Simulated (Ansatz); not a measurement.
# AlH2Si: the cost of one run

Computed with Ansatz 0.2.0, Gaussian basis. Level: cc-pVTZ, core rule «outside noble gas», up to 10 orbitals frozen.

The runs, in order: UHF; CCSD(T) on ROHF; CCSD(T) on UHF; BCCD(T) on ROHF; CCSDT(Q) on ROHF; CCSDT(Q) on UHF.

13 further runs of the same task are left out: 8 for a known fault of the program, 5 set aside as unsound or not needed.

**1. The geometry**

The geometry is a PBE0/def2-TZVP stationary point (not a proven minimum).

4 atoms, charge 0, spin multiplicity 2.

Atoms are counted from 1 here; the program's logs count them from 0.

Bond lengths: Si1–Al2 2.453 Å, Al2–H3 1.595 Å, Al2–H4 1.595 Å. Angles: Si1–Al2–H3 120.0°, Si1–Al2–H4 120.0°, H3–Al2–H4 119.9°.

**2. UHF**

Input file in.yaml:

```yaml
crystal:
  periodic: [false, false, false]
  atoms:
    - {symbol: Si, position_ang: [0.000000, 0.000000, 1.274311]}
    - {symbol: Al, position_ang: [0.000000, 0.000000, -1.178752]}
    - {symbol: H, position_ang: [0.000000, -1.380606, -1.976865]}
    - {symbol: H, position_ang: [0.000000, 1.380606, -1.976865]}
basis:
  gaussian: {orbitals: cc-pVTZ}
magnetization: {spin_polarized: true, initial_magnetization: 1}
hamiltonian: {xc: hf}
output: {orbitals: {seedname: orbitals}}
```

The run is started by

```bash
> ansatz run in.yaml --threads 1 --pin off --events-out ev --progress --plain --max-ram 2560MiB --backend cpu
```

**Question.** How long does this run take on 1 thread of AMD EPYC 7R13, shared host, and how much memory does it need?

About 8.5 s, with a peak of 0.26 GiB.
